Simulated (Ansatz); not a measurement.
fcc Al was calculated with PBEsol in Ansatz (PAW).

A relaxed, unreconstructed slab of the (311) face has 11 atoms, two equal faces of 13.367 Å² each and an energy of -5768.1785 eV. A bulk cell of 11 atoms with the same orientation and in-plane k mesh has -5770.0404 eV. Energies are extrapolated to zero smearing.

Run with plane-wave cutoff 500 eV, 20×20×1 k mesh (along the axes of the cell as run), Fermi–Dirac smearing 0.1 eV, scalar-relativistic PAW data made under PBE.

Worked out: γ = (E_slab − N E_bulk per atom)/2A = [-5768.1785 − 11 × (-5770.0404/11)]/(2 × 13.367) = 0.0696 eV/Å². With 16.022 J/m² per eV/Å² this is 1.12 J/m², or 0.93 eV per surface cell and face.

Ansatz is a program for electronic structure.
